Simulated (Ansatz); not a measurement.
in.yaml

```yaml
crystal:
  periodic: [false, false, false]
  atoms:
    - {symbol: Co, position_ang: [0.000000, 0.000000, 0.000000]}
    - {symbol: Ge, position_ang: [0.000000, 0.000000, 2.101400]}
basis:
  gaussian: {orbitals: def2-TZVPP}
total_charge: 1
magnetization: {spin_polarized: true, initial_magnetization: 0}
hamiltonian: {xc: {name: CAM-B3LYP}}
```

```sh
$ ansatz run in.yaml --threads 1 --pin off --events-out ev --progress --plain --max-ram 4096MiB --backend cpu
```

Output:

```
  # Exact exchange under (alpha + beta erf(omega r))/r, Becke's under what is left of 1/r.
930 factors; their error is unknown
143 factors; integrals over basis functions are off by at most 8.4e-5 eV
mean field evaluation 1: about -94035.1876 eV, gradient 2.2e2 eV
mean field evaluation 2: about -93188.5547 eV, gradient 4.6e2 eV
mean field evaluation 4: about -93552.1926 eV, gradient 3.1e2 eV
mean field evaluation 8: about -94109.7401 eV, gradient 7.0e1 eV
mean field evaluation 16: about -94140.3314 eV, gradient 3.5e0 eV
mean field evaluation 32: about -94141.3390 eV, gradient 1.6e-5 eV
mean field evaluation 64: about -94141.3390 eV, gradient 1.5e-5 eV
mean field -94141.33898001 eV, -3459.6303962239 hartree, gradient 8.1e-6 eV, S^2 1.025297; 6 other end points of the search recorded, 0 dependent functions left out
reference -94141.33907192 eV, -3459.6303996015 hartree; 29, 29 occupied and 83, 83 virtual orbitals, 930 factors
Total energy: -94141.33907192 eV, -3459.6303996015 hartree
```

Ran on 1 thread of AMD EPYC 7R13, shared host: 35 s wall, 0.51 GiB peak host memory.
